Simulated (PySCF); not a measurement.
**Two structures, one formula**

The two ends of one reaction step of CH10Si2, singlet (PBE0-D4/def2-TZVP).

A:

```
13
angstrom
Si -0.6739 1.3596 0.4756
Si 1.8511 -1.7768 0.3337
H -0.9747 2.7640 0.8651
H -0.9362 0.4825 1.6482
H 0.7767 1.2734 0.1504
H 0.4482 -1.7634 -0.1557
C -1.7117 0.8418 -0.9912
H 1.8997 -1.2262 1.7103
H 2.3497 -3.1762 0.3395
H 2.6962 -0.9545 -0.5675
H -1.4771 -0.1826 -1.2886
H -1.5262 1.4958 -1.8463
H -2.7759 0.8914 -0.7497
```

B:

Si1  (0.432, 1.172, 1.642)
Si2  (1.531, -0.648, 0.668)
H3  (-0.834, 1.471, 0.921)
H4  (0.111, 0.874, 3.064)
H5  (1.302, 2.378, 1.596)
H6  (-0.965, -1.291, -1.638)
C7  (-1.570, -0.406, -1.834)
H8  (2.787, -0.937, 1.410)
H9  (0.668, -1.859, 0.707)
H10  (1.874, -0.352, -0.749)
H11  (-2.155, -0.560, -2.740)
H12  (-0.919, 0.458, -1.966)
H13  (-2.241, -0.229, -0.994)
(Å)

Program: PySCF 2.14 with density fitting (its default auxiliary sets; JK sets also for MP2 and CCSD(T)). Basis: def2-TZVPP. Cores are frozen in the correlated methods. B3LYP uses VWN-RPA correlation.

Problem. Which structure is lower at CCSD(T), and by how much? (Judge from chemistry; the value comes from the calculation.)

Solution. By the calculation: B, by 0.079 eV (electronic energy, against the other). By their contacts, A is a complex of CH₆Si ([CH3][SiH3]) + SiH₄ and B is a complex of Si₂H₆ ([SiH3][SiH3]) + CH₄.

All methods give the same order:

| method | E(B) − E(A) (eV) |
| --- | --- |
| SPW92 | -0.155 |
| PBE-D4 | -0.207 |
| r2SCAN-D4 | -0.139 |
| PBE0-D4 | -0.170 |
| B3LYP-D4 | -0.100 |
| BHLYP-D4 | -0.064 |
| wB97M-V | -0.028 |
| HF | -0.012 |
| MP2 | -0.027 |
| CCSD | -0.069 |
| CCSD(T) | -0.079 |

The T1 diagnostic stays at or below 0.012.

Labels in which every atom is bracketed show which atoms are joined, not bond orders.

For scale, one of the runs: CCSD(T)/def2-TZVPP, 255 basis functions, launched by `OMP_NUM_THREADS=4 python run.py`. Time: 14 min of wall clock on 4 CPU threads of an Arm Neoverse V2; the host was shared. Peak host memory: 4.5 GiB.
